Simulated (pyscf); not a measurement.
Single points on ωB97X-D3(BJ)/def2-SVP structures (PySCF, gas phase).

Q: PBE/def2-TZVP puts the barrier of `[CH3][CH3]` + `[GaH2]` [doublet] -> `[CH3][GaH2]` + `[CH3]` [doublet] (substitution at C; doublet surface; C–C broken, C–Ga formed) at 38.8 kcal/mol and the reaction energy at +19.6 kcal/mol, from the separated reactants. What do B3LYP-D3(BJ)/def2-TZVP, PBE0-D3(BJ)/def2-TZVP, ωB97M-D3(BJ)/def2-TZVP give on the same structures?

A: B3LYP-D3(BJ): ΔE‡ = 43.3 kcal/mol, ΔE = +18.1 kcal/mol; PBE0-D3(BJ): ΔE‡ = 43.7 kcal/mol, ΔE = +18.5 kcal/mol; ωB97M-D3(BJ): ΔE‡ = 49.3 kcal/mol, ΔE = +18.8 kcal/mol. PBE's barrier lies under all of them, by 4.4 to 10.5 kcal/mol. Its reaction energy lies over all of them, by 0.7 to 1.5 kcal/mol. Low barriers are usual for a GGA, whose delocalisation error favours stretched bonds. This is the saddle that the search found; another between the same sides may lie lower. The angle at the attacked C is 159°. Elements up to Kr have no core potential and no relativistic terms here.
